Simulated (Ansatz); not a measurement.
Z-matrix (Å, degrees):
```
C
Si 1 1.829
N 1 1.494 2 61.5
H 1 1.090 2 117.4 3 107.8
H 1 1.087 2 123.6 3 -101.3
H 2 1.481 1 117.8 3 -107.7
H 2 1.478 1 124.7 3 97.4
H 3 1.009 1 116.0 2 119.2
```

The species carries charge 0 and has multiplicity 1.

Question: List the r2SCAN/def2-TZVPP orbital energies in eV (the Gaussian-basis code of Ansatz). (Estimate.)

Answer: Ansatz gave: Occupied: -1791.09, -384.93, -273.56, -141.56, -96.43, -96.41, -96.39, -23.23, -16.43, -13.67, -12.01, -10.94, -8.85, -8.59, -7.31, -5.75. Lowest empty: -0.62, 0.73, 1.07, 1.88, 2.73, 2.76, 3.47, 4.57.
